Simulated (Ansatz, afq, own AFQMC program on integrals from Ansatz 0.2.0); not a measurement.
## Atomization energy of PN, singlet

```tsv
atom	x (Å)	y (Å)	z (Å)
N	0.0000	0.0000	0.0000
P	0.0000	0.0000	1.4794
```

Atoms in their ground-state spins without spin–orbit coupling (mostly on UHF) minus the molecule (UHF), without zero-point energy. The geometry is a stationary point, not shown to be a minimum.

Basis 6-31G. Only valence electrons are correlated. AFQMC by an in-house program on the Cholesky factors that Ansatz 0.2.0 writes for its CCSD(T) run. The CISD trial takes its coefficients from CCSD amplitudes. Released means that phaseless walkers are propagated on without the constraint, phases kept. Error bars are statistical, one sigma. The errors of all members are added in quadrature.

Full CI on the same integrals is exact in this basis and with this determinant's frozen core.

Errors are counted within 6-31G, not against nature.

Cautions: PN (singlet): strong correlation (T1 0.116, weight of the determinant 0.65, largest double 0.17), unrestricted determinant spin contaminated (⟨S²⟩ 0.77 against 0.00), its ph-AFQMC/CISD value lies 39 ± 16 meV above full CI.

| level | atomization energy (eV) |
| --- | --- |
| CCSD | 3.224 |
| MP2 | 2.187 |

Q: From these cheaper values, estimate the atomization energy at the reference level in 6-31G.

A: 3.470 eV (full CI in 6-31G).

| level | atomization energy (eV) | error against FCI (eV) |
| --- | --- | --- |
| HF | -0.522 | -3.992 |
| CCSD(T) | 3.369 | -0.101 |
| CCSDT | 3.394 | -0.076 |
| CCSDT(Q) | 3.455 | -0.015 |
| CCSDTQ | 3.461 | -0.009 |
| ph-AFQMC/CISD | 3.431 ± 0.016 | -0.039 ± 0.016 |
| released AFQMC | 3.454 ± 0.017 | -0.016 ± 0.017 |

Correlation beyond CCSD(T) adds 0.101 eV. The perturbative (T) step is worth +0.145 eV. Where the cautions show a poor determinant, the low rows tell how each method copes with it, not its usual error.

CCSDT and higher add their correlation energy to the determinant of the CCSD(T) run, since their own runs factorise the integrals more tightly (a shift of under 2 meV). A walk keeps the symmetry of its determinant, which the program's search chose and which needn't be the lowest solution, so a lower state of the same spin and another symmetry isn't excluded. Released energies are given only where the last usable release times agree within the noise; a slower fall can still hide under it.
